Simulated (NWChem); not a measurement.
Molecule: sulfur dioxide (SO$_{2}$); SMILES O=S=O

Computed with NWChem. Geometry: optimised at PBE0/def2-SVP. Computed dipoles belong to the equilibrium geometry; the measured one is vibrationally averaged.

Measured dipole moment: 1.63 D (NIST CCCBDB, as tabulated in the package chemicals).

```json
[
 {"level": "PBE/def2-SVP", "dipole moment (D)": "1.61", "computed − measured": "-0.02"},
 {"level": "PBE/def2-SVPD", "dipole moment (D)": "1.61", "computed − measured": "-0.02"},
 {"level": "PBE/def2-TZVP", "dipole moment (D)": "1.61", "computed − measured": "-0.02"},
 {"level": "PBE/def2-TZVPP", "dipole moment (D)": "1.61", "computed − measured": "-0.02"},
 {"level": "PBE/def2-QZVP", "dipole moment (D)": "1.60", "computed − measured": "-0.03"}
]
```
